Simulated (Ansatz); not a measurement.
```yaml
crystal:
  periodic: [false, false, false]
  atoms:
    - {symbol: C, position_ang: [-2.628775, 3.005722, -1.493934]}
    - {symbol: C, position_ang: [-1.046710, 0.906811, 0.398261]}
    - {symbol: O, position_ang: [1.119156, -0.562939, -1.235076]}
    - {symbol: C, position_ang: [2.650881, -2.632911, 0.451039]}
    - {symbol: H, position_ang: [-2.355288, 2.910184, -3.854515]}
    - {symbol: H, position_ang: [-4.205139, 4.514542, -0.546067]}
    - {symbol: H, position_ang: [-0.042039, 2.050944, 2.297169]}
    - {symbol: H, position_ang: [-2.591819, -0.715231, 1.366451]}
    - {symbol: H, position_ang: [4.274955, -3.671365, -0.975617]}
    - {symbol: H, position_ang: [3.794958, -1.594445, 2.312071]}
    - {symbol: H, position_ang: [1.173263, -4.336716, 1.325760]}
basis:
  gaussian: {orbitals: def2-mTZVPP, nuclear_model: gaussian}
magnetization: {spin_polarized: true, initial_magnetization: 1}
hamiltonian: {xc: {name: r2SCAN}, pseudopotentials: {relativity: scalar}}
correlation: {method: rpa}
scf: {lower_state_search: off}
```

```sh
$ ansatz run in.yaml --threads 2 --pin off --events-out ev --progress --plain --max-ram 32768MiB --backend cpu
```

It prints (some lines left out):

```
Functional definition: r2SCAN
1070 factors; integrals over basis functions are off by at most 4.8e-4 eV
mean field evaluation 1: about -5192.6166 eV, gradient 6.8e1 eV
mean field evaluation 2: about -5192.6168 eV, gradient 6.8e1 eV
mean field evaluation 4: about -4859.0560 eV, gradient 1.6e2 eV
mean field evaluation 8: about -5224.4494 eV, gradient 2.8e0 eV
mean field evaluation 16: about -5229.8412 eV, gradient 1.3e-1 eV
mean field evaluation 32: about -5229.9377 eV, gradient 5.0e-3 eV
mean field -5229.93766450 eV, -192.1966641911 hartree, gradient 1.8e-6 eV, S^2 5.973946; 0 other end points of the search recorded, 0 dependent functions left out
4 core orbitals not correlated: weight in the atoms' cores, before any rotation towards them, 1.000 or more for the frozen orbitals, at most 0.000 for the correlated occupied ones
reference -5204.66551837 eV, -191.2679299510 hartree; 13, 12 occupied and 99, 100 virtual orbitals, 1070 factors
Total energy: -5227.47863878 eV, -192.1062966628 hartree
Relativity: scalar
Checks for a lower state left out: stability, starts, cluster_reference, orbital_swaps, neighbouring_geometries, increment
```

Question: Something in this input is off. What?

Answer: The geometry is stretched to more than twice its size. The calculation finished and met its thresholds. The result belongs to that input, not to the molecule as meant.
